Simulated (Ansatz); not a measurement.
System: hcp Mg. Method: r²SCAN (plane waves, PAW; Ansatz, a first-principles code).

A relaxed, unreconstructed slab of the (11-20) face has 16 atoms, two equal faces of 28.433 Å² each and an energy of -30819.6036 eV. A bulk cell of 4 atoms with the same orientation and in-plane k mesh has -7705.6235 eV. Energies are extrapolated to zero smearing.

Settings: plane-wave cutoff 500 eV, 12×10×1 k mesh (along the axes of the cell as run), Fermi–Dirac smearing 0.1 eV, scalar-relativistic PAW data made under PBE.

Worked out: γ = (E_slab − N E_bulk per atom)/2A = [-30819.6036 − 16 × (-7705.6235/4)]/(2 × 28.433) = 0.0508 eV/Å². With 16.022 J/m² per eV/Å² this is 0.81 J/m², or 1.45 eV per surface cell and face.
